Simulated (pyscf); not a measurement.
Thermochemistry of product channels of Li• + hydrogen chloride (HCl) on the doublet surface, in eV, from CCSD(T)/def2-TZVPP + ΔMP2(QZVPP) energies (ideal gas, 1 atm, RRHO with modes under 100 cm⁻¹ raised to 100, one conformer, R ln 2 for chiral ones without a mode under 150 cm⁻¹). Structures and frequencies: ωB97X-D3(BJ)/def2-SVP in PySCF. Correlated levels are frozen-core, on RHF or UHF. ΔMP2 is the change of the MP2 total energy from the triple- to the quadruple-zeta basis.

```tsv
products	ΔE	ΔH(298 K)	ΔG(298 K)	ΔG(600 K)
LiH + Cl atom (Cl•)	+2.11	+2.01	+2.00	+1.99
Li–Cl + H atom (H•)	-0.19	-0.34	-0.34	-0.35
```

These are energies of the channels, which say nothing of barriers. The CCSD(T) − MP2 part came from Ansatz, without density fitting, on the same reference. The frozen core leaves the outer d or s,p core shells of the metals and heavy elements correlated in the MP2 and CC values, and def2-TZVPP describes them poorly, which can shift differences by a few kcal/mol. Left out: orbital degeneracy and the spin-orbit lowering of Cl.
